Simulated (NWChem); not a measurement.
# Correlation energy of H3Si

```
Si
H 1 1.5051
H 1 1.5051 2 111.26
H 1 1.5051 2 111.26 3 -124.66
```
Charge 0, spin multiplicity 2.

The numbers come from NWChem runs, not from measurements. Structure: optimised with UPBE/def2-SVP, a minimum by its harmonic frequencies.

Basis set: 6-31G*. Each correlation energy counts from its own Hartree-Fock reference.

The correlated methods keep 5 core orbitals frozen. The Pople sets run with spherical d functions. The structure started from a generated list of species. The unpaired electrons of the parent sit in orbitals of symmetry a' (Cs labels of the run); other states weren't searched. The stability of the SCF solutions was not checked. Open-shell Hartree-Fock references start from PBE0 orbitals. No row is a measurement; the coupled-cluster row has its own basis-set and correlation limits.

One of these methods gave a correlation energy of -92.4 mHa. Which?
(A) SCS-UMP2
(B) CCSDT on ROHF
(C) CCSD on ROHF
(D) UMP2

C, CCSD on ROHF. The others give -94.8 (CCSDT on ROHF), -68.5 (UMP2), -74.5 (SCS-UMP2).
